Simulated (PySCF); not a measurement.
Gas-phase reaction: H2SiO + 3 CH3OH = Si(OH)4 + 4 H + C3H6 (cyclic)

Method: PySCF energies plus ideal-gas RRHO corrections (1 bar). † marks an energy on the PBE0/def2-TZVP geometry and frequencies; other levels use their own. CCSD(T) freezes the core. 6-31G* has spherical d functions here. Open shells (unrestricted): H (multiplicity 2); the rest are closed-shell singlets. B3LYP is the form with VWN-RPA correlation. H2SiO: computed as isolated molecules; such fragments, hydroxides, amides, oligomers or adducts are transient or little studied in the gas. CCSD(T) isn't extrapolated to the basis-set limit; its ΔH°(298 K) is 311.7 kJ in def2-SVP and 289.4 kJ in def2-TZVPP. The harmonic model lacks anharmonicity and excited electronic states, which grow with temperature; levels with a mode under 35 cm⁻¹ are left out. Internal rotation in CH3OH, Si(OH)4 is treated as a harmonic vibration of one conformer, which makes the entropy rough. Warning, large T1 diagnostic: H2SiO (CCSD(T)/def2-SVP†).

```tsv
level	ΔE electronic, kJ	ΔH°(298 K), kJ	ΔS°(298 K), J/K	ΔG°(2000 K), kJ
B3LYP/def2-TZVP†	418	344	75	52
BLYP/def2-TZVP†	446	372	75	80
CCSD(T)/def2-SVP†	385	312	75	20
HF/6-31G*	205	119	74	-175
HF/def2-TZVP†	162	88	75	-204
M06-2X/def2-TZVP†	318	245	75	-47
PBE/def2-TZVP†	380	306	75	14
PBE0/def2-QZVP†	346	272	75	-20
PBE0/def2-SVP†	367	293	75	1
r2SCAN/def2-TZVP†	345	272	75	-20
LDA/def2-TZVP†	395	322	75	30
```
ΔH° is lowest at HF/def2-TZVP† and highest at BLYP/def2-TZVP†. No reference value is set beside these.
